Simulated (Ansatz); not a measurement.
## 1T (CdI2-type) PdTe2

Computed with LDA in Ansatz (plane waves, PAW).

Run with plane-wave cutoff 520 eV, 18×18×12 k mesh (along the axes of the cell as run), Fermi–Dirac smearing 0.05 eV, scalar-relativistic PAW data made under PBE.

Cell (relaxed at this level):

Space group P-3m1 (No. 164); a = b = 4.009 Å, c = 5.037 Å, α = β = 90.00°, γ = 120.00°

```csv
atom,site,symmetry,x,y,z
Te,2d,3m.,0.3333,0.6667,0.2674
Pd,1a,-3m.,0.0000,0.0000,0.0000
```

```json
{
  "bulk_modulus": "72.8 GPa",
  "band_gap": "zero (no gap)"
}
```

Note: the bulk modulus comes from volumes at which shape and atoms were relaxed.

Spin–orbit coupling is not included; it can open a gap where bands touch, and shift volumes and moduli.

Computed values are for the static lattice.

Ansatz is a quantum-chemistry and plane-wave program.
